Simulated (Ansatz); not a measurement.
Relaxing Na₃Rh

All numbers below come from DFT PBE, scalar-relativistic, plane waves, PAW in Ansatz. Cutoff 420 eV, Γ-centred k mesh, Gaussian smearing, no spin polarisation in the final step.

Na₃Rh was placed on the sites of a reported Cu3Pd cell (P4/mmm, No. 123), with Rh in place of Pd, Na in place of Cu, at a guessed volume.

```
CELL_PARAMETERS angstrom
4.16824 0.00000 0.00000
0.00000 4.16824 0.00000
0.00000 0.00000 4.12540
ATOMIC_POSITIONS crystal
Na 0.00000 0.50000 0.50000
Na 0.50000 0.00000 0.50000
Na 0.50000 0.50000 0.00000
Rh 0.00000 0.00000 0.00000
```

Cell and atoms relax at zero pressure; the relaxation can't lower the symmetry of the start. After a coarse first stage the cell is made exact in the group found at 0.06 Å.

The zero of energy is the elements' standard structures at the same level; no fitted shifts are applied.

Problem. Which crystal results?

Solution. It keeps P4/mmm (No. 123). Conventional cell: a = 4.499 Å, c = 4.431 Å. Na on Wyckoff site e (2 atoms of the primitive cell) has 4 Rh at 3.16 Å and 8 Na at 3.16–3.18 Å; Na on Wyckoff site c (1 atom of the primitive cell) has 8 Na at 3.16 Å and 4 Rh at 3.18 Å; Rh has 12 Na at 3.16–3.18 Å.

```
Na Rh
1.0
     4.49930    0.00000    0.00000
     0.00000    4.49930    0.00000
     0.00000    0.00000    4.43050
Na Rh
3 1
Direct
  0.00000 0.50000 0.50000
  0.50000 0.00000 0.50000
  0.50000 0.50000 0.00000
  0.00000 0.00000 0.00000
```

Problem. What are its volume, energy, density and gap?

Solution. The volume per atom is 22.42 Å³, the density is 3.18 g/cm³ and the energy over the elements is 0.40 eV/atom. The gap on the 10×10×10 mesh is 0 eV (a metal).

The final run used a 10×10×10 mesh on its 4-atom cell and 0.10 eV smearing. The k mesh leaves about 4 meV/atom of noise in metals. Symmetry constrained the relaxation, so the result can be a saddle point.

Cost: 3 runs of about 0.81 core-minutes in all, on Arm Neoverse V1 (shared hosts).